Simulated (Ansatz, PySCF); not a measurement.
System: CHO (charge 0, doublet). It need not be the lowest isomer of its formula. 
Structure (B3LYP-D3(BJ)/def2-TZVP (Ansatz, a quantum-chemistry and plane-wave program) minimum search):
```xyz
3

C      0.0497     0.5837    -0.0011
O      0.0741    -0.5878    -0.0009
H     -0.8911     1.2003     0.0145
```
Charge 0, spin multiplicity 2.

Total electronic energies in hartree. Valence correlation only, unless marked. Open shells are spin-unrestricted. No spin-orbit coupling. Non-relativistic. Basis-set limits of correlation are two-point, X^-3; Hartree-Fock from the larger set.

```tsv
level	program	energy (Eh)
RI-HF/def2-TZVPP	Ansatz	-113.29825
RI-HF/cc-pVQZ	Ansatz	-113.30171
revPBE-D4/def2-TZVPD	Ansatz + dftd4	-113.87685
TPSS/def2-TZVPD	PySCF	-113.92003
PBE0/STO-3G	Ansatz	-112.19567
PW6B95/def2-TZVPD	PySCF	-114.03236
CCSD/aug-cc-pVTZ	Ansatz	-113.67463
CCSD/cc-pVQZ	Ansatz	-113.69916
CCSD(T)/CBS(aug-cc-pVTZ,aug-cc-pVQZ)	Ansatz	-113.7364
```

Totals of different functionals don't rank their quality; only differences between species are comparable.
